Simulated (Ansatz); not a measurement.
Working through a composite energy at a relaxed geometry of AlH5OSi, SMILES O[SiH2][AlH2]

With Ansatz 0.2.0, Python API.

Notebook, run cell by cell (the value of a cell's last expression is shown):

In [1]:
```python
import itertools

import ansatz as az
from ase import Atoms
from ase.data import atomic_numbers, covalent_radii
import numpy as np
```

In [2]:
```python
atoms = Atoms(['O', 'Si', 'Al', 'H', 'H', 'H', 'H', 'H'], positions=[
    [-1.6076, -0.0757, -0.7934],
    [-0.2395, 0.6794, -0.1588],
    [1.0203, -0.9757, 0.9025],
    [-2.0638, 0.7308, -1.2385],
    [0.5535, 1.2775, -1.2619],
    [-0.6063, 1.7364, 0.8142],
    [2.6315, -1.0453, 0.5488],
    [0.4042, -2.3845, 1.1312],
])
alh5osi = az.Crystal.molecule_from_ase(atoms)
```

In [3]:
```python
base = (
    alh5osi.calculation()
    .basis(gaussian='def2-SVP')
    .functional('PBE0')
    .accuracy('medium')
    .scf(lower_state_search='standard')
)
symbols = [site.symbol for site in alh5osi.cartesian_sites]
start = np.array([site.position_ang for site in alh5osi.cartesian_sites], dtype=float)
data = base.relax(force_tolerance=0.01).run().report
end = np.array(data['positions_ang'])
# pairs closer than 1.2 times the sum of covalent radii, before or after
radius = [covalent_radii[atomic_numbers[s]] for s in symbols]
span = lambda where, i, j: np.linalg.norm(where[i] - where[j])
bonded = [(i, j) for i, j in itertools.combinations(range(len(symbols)), 2) if min(span(start, i, j), span(end, i, j)) < 1.2 * (radius[i] + radius[j])]
print('pair        before    after (A)')
for i, j in bonded:
    print(f'{symbols[i]}{i}-{symbols[j]}{j}'.ljust(10), f'{span(start, i, j):8.4f} {span(end, i, j):8.4f}')
for first, second in list(itertools.combinations(bonded, 2)):
    shared = set(first) & set(second)
    if shared and symbols[(j := shared.pop())] != 'H':
        i, k = sorted((set(first) | set(second)) - {j})
        u, v = end[i] - end[j], end[k] - end[j]
        angle = np.degrees(np.arccos(np.clip(u @ v / np.linalg.norm(u) / np.linalg.norm(v), -1, 1)))
        print(f'final angle {symbols[i]}{i}-{symbols[j]}{j}-{symbols[k]}{k}: {angle:.2f} deg')
```
```text
pair        before    after (A)
O0-Si1       1.6866   1.6802
O0-H3        1.0279   0.9621
Si1-Al2      2.3351   2.4569
Si1-H4       1.4844   1.5069
Si1-H5       1.4827   1.5068
Al2-H6       1.6510   1.5953
Al2-H7       1.5545   1.5925
final angle Si1-O0-H3: 115.99 deg
final angle O0-Si1-Al2: 107.57 deg
final angle O0-Si1-H4: 110.97 deg
final angle O0-Si1-H5: 111.04 deg
final angle Al2-Si1-H4: 111.44 deg
final angle Al2-Si1-H5: 111.40 deg
final angle Si1-Al2-H6: 119.04 deg
final angle Si1-Al2-H7: 122.05 deg
final angle H4-Si1-H5: 104.47 deg
final angle H6-Al2-H7: 118.90 deg
```

In [4]:
```python
minimum = az.Crystal.molecule()
for symbol, place in zip(symbols, end):
    minimum = minimum.atom(symbol, place.tolist())
at_minimum = minimum.calculation()
# MP2 extrapolated to the basis limit, plus the small-basis difference CCSD(T) - MP2
level = lambda method, basis: at_minimum.basis(gaussian=basis).correlation(method).run().report
small, large, cluster = level('mp2', 'cc-pVDZ'), level('mp2', 'cc-pVTZ'), level('ccsd_t', 'cc-pVDZ')
corr = lambda each: (each['free_energy_ev'] - each['reference_energy_ev']) / 27.211386246
mp2_limit = (27 * corr(large) - 8 * corr(small)) / 19
pieces = {'HF / cc-pVTZ': large['reference_energy_ev'] / 27.211386246, 'MP2 correlation, DZ-TZ limit': mp2_limit, 'CCSD(T) - MP2 / cc-pVDZ': corr(cluster) - corr(small)}
for name, value in pieces.items():
    print(f'{name:32s} {value:14.6f} Ha')
print(f'{"sum":32s} {sum(pieces.values()):14.6f} Ha')
print('T1 diagnostic', round(cluster['correlation']['coupled_cluster']['t1_diagnostic'], 4))
```
```text
HF / cc-pVTZ                        -608.697660 Ha
MP2 correlation, DZ-TZ limit          -0.488367 Ha
CCSD(T) - MP2 / cc-pVDZ               -0.051894 Ha
sum                                 -609.237920 Ha
T1 diagnostic 0.0122
```

Notes:
- These settings explore the input space; basis and method may be short of convergence.
- The sum leaves out core correlation, relativity, the Hartree-Fock basis error and zero-point energy; a DZ-TZ extrapolation is rough.
- Inner cores stay frozen, so this is valence correlation.
- For Al to Cl the sets with a tight d function, cc-pV(X+d)Z, are usual.
- An extrapolation from small basis sets is rough.
- Hardware and time: 61 s on 1 thread of Arm Neoverse V1, on a shared host, peak memory 0.36 GiB.
